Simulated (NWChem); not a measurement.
Species: nitrogen trifluoride (NF3); SMILES FN(F)F

Results from NWChem. Medium grid unless said otherwise, to which SCAN and Minnesota functionals are sensitive. All runs use the structure optimised with PBE0/def2-SVP. Hybrids' shares of exact exchange are those that their runs print; pure functionals count as 0. The functionals differ in more than this share.

```csv
row,share of exact exchange,orbital gap (eV)
"LDA (Slater exchange, VWN5)/def2-TZVPD",0.00,7.43
PBE/def2-TZVPD,0.00,7.60
B3LYP/def2-TZVPD,0.20,10.15
PBE0/def2-TZVPD,0.25,10.82
M06-2X/def2-TZVPD,0.54,withheld
Hartree-Fock/def2-TZVPD,1.00,17.31
```

**Question.** Fit a straight line of the last column on the one before it, predict the withheld value, and compare with the run.

**Answer.** 
1. Means of the 5 shown rows: x = 0.290, y = 10.662. Slope Σ(x − x̄)(y − ȳ)/Σ(x − x̄)² = 6.585/0.6820 = 9.656; intercept 7.862.
2. The shown rows scatter about the line by 0.380 (root mean square); the largest residual is +0.54, at PBE0/def2-TZVPD.
3. At x = 0.54 (M06-2X/def2-TZVPD; inside the shown range) the line gives 13.08.
4. The run gives 12.80, -0.28 from the line, 0.7 times the scatter.
